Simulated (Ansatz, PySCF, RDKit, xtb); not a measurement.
**Solving CH4S2, step by step**

Only the formula CH4S2 is given. Aim: find the structure of lowest free energy at 298.15 K, then its properties.

The funnel: GFN2-xTB relaxations, single points with a density functional, relaxations at BLYP-D3(BJ)/def2-SVP, harmonic vibrations, and a last energy at a higher level. All values are calculated.

4 further runs of the same task are left out: 4 set aside as unsound or not needed.

## 1. Drawing up candidates

All bonding patterns within simple valence rules are listed by program: one Lewis structure each, at most two rings and one unusual centre or charged pair. O–O, O–halogen and N–halogen bonds and N–N–N chains are not drawn. That gives 5 candidates.

```csv
label,SMILES,spin
c286,CSS,singlet
c559,C=[SH]S,singlet
c561,C1[SH]=[SH]1,singlet
c935,SCS,singlet
c966,C[SH]=S,singlet
```

Candidates are built by distance geometry, with a force field where one applies, in up to four conformers (letters a to d). 16 starts with atoms placed at random are added, to find patterns that the rules miss.

Q: Predict the outcome of this search (final energies at CCSD(T)/def2-TZVP).

| quantity | value |
| --- | --- |
| lowest structure found | CSS, singlet, C1 |
| next finalist | SCS, singlet, 5.1 kcal/mol higher in G |
| share at equilibrium, among the finalists | 100.0 % |
| harmonic wavenumbers, lowest and highest (BLYP-D3(BJ)/def2-SVP) | 167 and 3070 cm⁻¹ |
| rotational constants, same geometry | 0.5362, 0.1398, 0.1161 cm⁻¹ |
| dipole moment (PBE0/def2-TZVPD) | 1.80 D |
| HOMO energy (PBE0/def2-TZVPD) | -7.03 eV |
| LUMO energy (PBE0/def2-TZVPD) | -1.17 eV |
| HOMO–LUMO gap (PBE0/def2-TZVPD) | 5.87 eV |
| lowest excitation (TD-CAM-B3LYP/def2-SVPD) | 4.32 eV (f = 0.004) |
| strongest of the states computed, same level | 7.49 eV (f = 0.225) |
| lowest triplet excitation, same level, Tamm-Dancoff | 3.62 eV |
| vertical ionisation energy | 9.19 eV |
| vertical electron affinity | -0.40 eV (unbound: the value depends on the basis) |
| vertical triplet less singlet | +3.60 eV |

The lowest structure found is `CSS`. The margin of 5.1 kcal/mol over the next finalist is beyond the usual error of the last level; it says nothing of structures that weren't ranked. GFN2-xTB, HF/STO-3G, r2SCAN-D4/def2-SVP, BLYP-D3(BJ)/def2-SVP, HF/def2-TZVP and MP2/def2-TZVP already put its bonding pattern lowest among the structures in one piece. 2 minima inside the window were never screened. Measured dipole moment: 1.796 D (NIST CCCBDB Release 22 (SRD 101), experimental dipoles); the calculated dipole moment, 1.80 D, differs by +0.00 D. The search is not exhaustive (a finite list of starts, one conformer a finalist), so a lower isomer can't be ruled out. Patterns outside the rules of the enumeration were met only by chance.
